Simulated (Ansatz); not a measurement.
I need an active-space calculation of FNa. Use the Python package of Ansatz (0.2.0). Use: Hartree-Fock, cc-pVDZ basis, multiplicity 1.

Contents of `fna.xyz`:
```text
2

F    -0.80130    0.23920   -0.42090
Na    0.83080   -0.29940    0.42500
```

`fna.py`:
```python
"""Static correlation in FNa: natural occupations of an active space."""

import ansatz as az

fna = az.Crystal.molecule_from_extxyz("fna.xyz")

calculation = fna.calculation()
calculation = calculation.basis(gaussian="cc-pVDZ").scf(lower_state_search="light")
calculation = calculation.correlation(active_electrons=6, active_orbitals=6)
for method in [None]:
    r = (calculation if method is None else calculation.correlation(method)).run(threads=1, backend="cpu").report
    space = r["configurations"]
    state = space["states"][0]
    print(method or "casscf", f"total {r['free_energy_ev'] / 27.211386246:.6f} Ha, active-space state {state['energy']['hartree']:.6f} Ha, mean field {r['reference_energy_ev'] / 27.211386246:.6f} Ha")
    print("  determinants", state["n_determinants"], " natural occupations", [round(n, 3) for n in space["natural_occupations"]])
print("effectively unpaired electrons, sum of min(n, 2 - n):", round(sum(min(n, 2 - n) for n in space["natural_occupations"]), 3))
```

```console
$ python fna.py
casscf total -261.424013 Ha, active-space state -261.424013 Ha, mean field -261.327857 Ha
  determinants 400  natural occupations [1.981, 1.98, 1.98, 0.02, 0.02, 0.019]
effectively unpaired electrons, sum of min(n, 2 - n): 0.118
```

Caveats:
- The settings weren't tested for convergence.
- The geometry is a force-field or estimated start, not a minimum of this method, and the basis set is short of its limit. The active space starts as a window about the frontier orbitals and is then optimised, not chosen by chemistry.
- Hardware and time: 1.2 s on 1 thread of Arm Neoverse V1, with other jobs on the host, peak memory 0.13 GiB.
